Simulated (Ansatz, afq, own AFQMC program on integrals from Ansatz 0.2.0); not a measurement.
AFQMC on a folder of integrals that Ansatz 0.2.0 wrote.

```yaml
crystal:
  periodic: [false, false, false]
  atoms:
    - {symbol: B, position_ang: [0.000000, -0.193032, 0.596860]}
    - {symbol: O, position_ang: [0.000000, 0.129158, -0.429770]}
    - {symbol: H, position_ang: [0.000000, 0.604369, 1.494507]}
    - {symbol: H, position_ang: [0.000000, -0.584111, -1.074432]}
basis:
  gaussian: {orbitals: cc-pVDZ}
magnetization: {spin_polarized: true, initial_magnetization: 1}
correlation: {method: ccsd_t, electrons: outside_noble_gas, hamiltonian_folder: ham}
```

```sh
$ ansatz run in.yaml --threads 1 --pin off --events-out ev --progress --plain --max-ram 1382MiB
```

afq runs on the folder ham with

```
--method free --trial cisd --walkers 60 --time-step 0.03 --max-blocks 80 --target-error 0.0004 --factor-cut 1e-05 --seed 8827 --times 0,0.21,0.42,0.81,1.2,1.8,2.4,3 --taylor-order 8
```

Times are imaginary, in 1/Eh. The walk had a cap of 1172 s.

Log:

```
orbitals 36  electrons 6 5  factors 285 of 346
reference energy -100.59068316 Eh
CCSD correlation -0.26500784 Eh in 10 cycles, weight of the determinant in the CISD state 0.9189
repeat  energy at the last time / Eh  error
    10  -100.860469  0.001180
    20  -100.862913  0.001348
    30  -100.863397  0.000975
    40  -100.863085  0.000787
    50  -100.862604  0.000666
    60  -100.862078  0.000596
    70  -100.861929  0.000555
    80  -100.861975  0.000517
time / (1/Eh)  energy / Eh  error  mean overlap
  0.00  -100.855642  0.000177  1.0873
  0.21  -100.859743  0.000200  1.0784
  0.42  -100.860917  0.000226  1.0777
  0.81  -100.862019  0.000242  1.0655
  1.20  -100.861772  0.000290  1.0669
  1.80  -100.861264  0.000379  1.0872
  2.40  -100.861498  0.000431  1.1087
  3.00  -100.861975  0.000517  1.1053
energy -100.861975 +/- 0.000517 Eh
```

The run passed its tests (error under three times the target), which doesn't prove that it has relaxed.

Against this walk (error 14.1 meV) on the same determinant: CCSD(T) 21.2 meV higher (within the noise), CCSDT(Q) 3.0 meV lower (within the noise). The error is statistical, and a free projection of finite length keeps a remainder of its start.

Cautions: remainder of the start not in the error; error above the target (14.1 against 10.9 meV).

The walk took 4.4 min on 1 thread of Arm Neoverse V1, on a shared host. The log's last line is the free-projection energy.

CCSDT and higher add their correlation energy to the determinant of the CCSD(T) run, since their own runs factorise the integrals more tightly (a shift of under 2 meV). A walk keeps the symmetry of its determinant, which the program's search chose and which needn't be the lowest solution, so a lower state of the same spin and another symmetry isn't excluded.
